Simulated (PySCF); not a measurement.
**NaN at BP86**

Computed with BP86; PySCF, no relativity, basis sets Na pcseg-2, N pcseg-2.

```
state                                           : ³Σ⁻ (triplet), unpaired electrons π ↑↑
bond length                                     : 2.270 Å
harmonic wavenumber                             : 372 cm⁻¹
force constant                                  : 0.710 mdyn/Å
rotational constant Be                          : 0.3759 cm⁻¹
anharmonicity ωexe                              : 3.63 cm⁻¹
vibration–rotation constant αe                  : 0.00508 cm⁻¹
well depth De to Na + N                         : 1.42 eV
dissociation energy D0                          : 1.39 eV
bond order (Mayer)                              : 0.75
dipole moment (positive dipole means Na(−)N(+)) : -5.89 D
```

The state is the lowest determinant that a PBE0 search found; another state may lie lower at other levels.
